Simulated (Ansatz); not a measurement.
# C₃H₃Cl: up Jacob's ladder to CCSD(T)

Aim: compute C₃H₃Cl with functionals from several rungs and with coupled cluster. The yardstick is the atomisation energy at the CCSD(T) limit.

Computed with Ansatz 0.2.0, Gaussian basis. Level: functionals in def2-TZVPP, the program's frozen cores in correlated methods.

Levels to be run: LDA (SPW92), PBE-D4, revPBE-D4, BLYP-D4, r2SCAN-D4, B97M-V, PBE0-D4, B3LYP-D4, r2SCANh-D4, r2SCAN0-D4, HSE06-D4, BHLYP-D4, CAM-B3LYP-D4, LC-ωPBE, ωB97X-V, ωB97M-V, B2PLYP, PBE-QIDH; CCSD(T)/def2-SVP; CCSD(T)/def2-TZVPP; MP2/def2-QZVPP; extrapolation to the limit; RPA on PBE.

### 1 The relaxed structure

An earlier PBE0-D4 in a triple-zeta def2 set relaxation fixed the geometry.

SMILES `ClC1C=C1`, 7 atoms, charge 0, spin multiplicity 1.

Atoms are counted from 1 here; the program's logs count them from 0.

Bond lengths: Cl1–C2 1.799 Å, C2–C3 1.464 Å, C2–C4 1.464 Å, C2–H5 1.085 Å, C3–C4 1.296 Å, C3–H6 1.077 Å, C4–H7 1.077 Å. Angles: Cl1–C2–C3 119.8°, Cl1–C2–C4 119.8°, Cl1–C2–H5 107.8°, C3–C2–C4 52.5°, C3–C2–H5 124.0°, C4–C2–H5 124.0°, C2–C3–C4 63.7°, C2–C3–H6 145.7°, C4–C3–H6 150.4°, C2–C4–C3 63.7°, C2–C4–H7 145.7°, C3–C4–H7 150.5°.

### 2 LDA

This LDA is Slater exchange with PW92 correlation.

in.yaml reads:

```yaml
crystal:
  periodic: [false, false, false]
  atoms:
    - {symbol: Cl, position_ang: [-2.034794, -0.503249, -0.535906]}
    - {symbol: C, position_ang: [-0.337578, 0.093716, -0.571569]}
    - {symbol: C, position_ang: [0.297324, 0.556522, 0.663966]}
    - {symbol: C, position_ang: [0.691462, -0.592108, 0.212459]}
    - {symbol: H, position_ang: [-0.161984, 0.537085, -1.546247]}
    - {symbol: H, position_ang: [0.321540, 1.324618, 1.418111]}
    - {symbol: H, position_ang: [1.285231, -1.484584, 0.313485]}
basis:
  gaussian: {orbitals: def2-TZVPP}
hamiltonian: {xc: lda}
output: {orbitals: {seedname: orbitals}}
```

Command:

```
$ ansatz run in.yaml --threads 2 --pin off --events-out ev --progress --plain --max-ram 4352MiB
```

Further steps of the session: PBE-D4 (GGA); revPBE-D4 (GGA); BLYP-D4 (GGA); r2SCAN-D4 (meta-GGA); B97M-V (meta-GGA); B3LYP-D4 (hybrid); r2SCANh-D4 (hybrid); r2SCAN0-D4 (hybrid); HSE06-D4 (hybrid); BHLYP-D4 (hybrid); CAM-B3LYP-D4 (range-separated); LC-ωPBE (range-separated); ωB97X-V (range-separated); ωB97M-V (range-separated); B2PLYP (double hybrid); PBE-QIDH (double hybrid); CCSD(T) in def2-SVP; CCSD(T) in def2-TZVPP; MP2 in def2-QZVPP; RPA on PBE orbitals.

Q: Predict the results of all the runs planned. Wanted: atomisation energy, CCSD(T)/CBS; farthest beyond LDA; mean size of error, GGA; mean size of error, meta-GGA; mean size of error, hybrid; mean size of error, range-separated; mean size of error, double hybrid; gap, smallest and largest; T1 diagnostic.

The runs gave:

| quantity | value |
| --- | --- |
| atomisation energy, CCSD(T)/CBS | 663.5 kcal/mol |
| functionals within 3.3 kcal/mol (0.5 %) | BLYP-D4, B3LYP-D4, r2SCANh-D4, CAM-B3LYP-D4 |
| farthest beyond LDA | PBE-D4 (+30.7 kcal/mol) |
| mean size of error, GGA | 14.7 kcal/mol |
| mean size of error, meta-GGA | 7.2 kcal/mol |
| mean size of error, hybrid | 10.3 kcal/mol |
| mean size of error, range-separated | 4.1 kcal/mol |
| mean size of error, double hybrid | 5.1 kcal/mol |
| gap, smallest and largest | 4.76 eV (LDA (SPW92)), 12.50 eV (LC-ωPBE) |
| T1 diagnostic | 0.0097 |
| triples share of the correlation energy | 4.6 % |

The LDA atomisation energy is off by 116.8 kcal/mol (18 %): it overbinds. PBE-D4 is off by +30.7 kcal/mol. Double hybrids carry the basis error of their MP2 part in triple zeta, and no dispersion term here, so their miss is partly the set-up's. Taken by rung, range-separated functionals do best (4.1 kcal/mol on average) and GGA ones worst beyond LDA (14.7 kcal/mol). The gap between the best rungs is small, so their order is not settled. Misses under about 3.3 kcal/mol are within the doubt on the reference itself, which lacks core-valence correlation, relativity and higher excitations. Hartree-Fock recovers 71 % of the binding; the rest is correlation. CCSD(T) in def2-SVP is off by -30.1 kcal/mol, so the small basis spoils what the method gains. The gap grows from 4.8 to 12.5 eV across the functionals, mostly with the share of exact exchange.
